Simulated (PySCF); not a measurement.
`C(C=C=C=C)C`. Computed geometry: GFN2-xTB, gas phase.

```
atom  x, y, z in Å
C1     3.0273    0.5578   -0.1737
C2     1.9144   -0.0340    0.1740
C3     0.8519   -0.6165    0.5136
C4    -0.2712   -1.1991    0.8570
C5    -1.6285   -0.5872    0.6912
C6    -1.5873    0.8004    0.0669
H7     3.9862    0.0835   -0.0375
H8     3.0262    1.5440   -0.6098
H9    -0.2502   -2.1904    1.2952
H10   -2.1089   -0.5404    1.6747
H11   -2.2380   -1.2556    0.0731
H12   -1.1371    0.7569   -0.9222
H13   -0.9934    1.4740    0.6807
H14   -2.5921    1.2060   -0.0252
```

Question: Where is the centre of mass (commonest isotopes), and what is the radius of gyration?

Answer: Mass 80.063 u; centre at (0.317, -0.148, 0.346) Å; Rg = √(Σ m r²/M) = 2.017 Å. As Ia + Ib + Ic = 2 Σ m r², the three principal moments sum to 651.2 u·Å².

Question: Give the dihedral angles H9–C4–C5–C6, C3–C4–C5–H10, H10–C5–C6–H12.

Answer: H9–C4–C5–C6 180° (antiperiplanar); C3–C4–C5–H10 -122° (anticlinal); H10–C5–C6–H12 -178° (antiperiplanar). Dihedral signs follow IUPAC: positive where, seen along the central bond, the front bond turns clockwise onto the rear one.

Question: Which two atoms are farthest apart?

Answer: H7···H14, 6.67 Å; the next longest distance is 6.37 Å.

Question: Work out the bond lengths C1–H8, C4–C5, C6–H13, C6–H14 in Å.

Answer: For C1–H8 the difference vector is (-0.0011, 0.9862, -0.4361) Å, of length 1.0783 Å. C1–H8 1.078; C4–C5 1.498; C6–H13 1.088; C6–H14 1.087 Å.

Question: How far are the heavy atoms from their best plane (unweighted least squares)?

Answer: 0.001 Å rms; none is more than 0.002 Å off.

Question: What is the repulsion energy of the bare nuclei, Σ ZA·ZB/RAB?

Answer: 197.98 Eh over 91 pairs, with full nuclear charges and distances in bohr; the largest single term is 15.14 Eh (C2 with C3).

Question: What are the angles C5–C4–H9, C3–C4–C5, C6–C5–H11, H13–C6–H14, C5–C6–H12?

Answer: From the scalar product of the two bond vectors; for C5–C4–H9 it is -0.7077 Å² over 1.4981 × 1.0840 Å², cos θ = -0.4358. C5–C4–H9 115.8°; C3–C4–C5 124.4°; C6–C5–H11 109.9°; H13–C6–H14 108.7°; C5–C6–H12 110.3°.

Question: Write the matrix of distances between heavy atoms (Å, lower triangle).

Answer: 
```
C1    0.000
C2    1.308  0.000
C3    2.566  1.258  0.000
C4    3.877  2.569  1.311  0.000
C5    4.872  3.623  2.487  1.498  0.000
C6    4.627  3.601  2.856  2.521  1.522  0.000
```

The point group is Cs within 0.08 Å; differences among equivalent distances and angles are scatter left by the optimiser. Stationary, but not proved a minimum. One conformer, not necessarily the lowest.
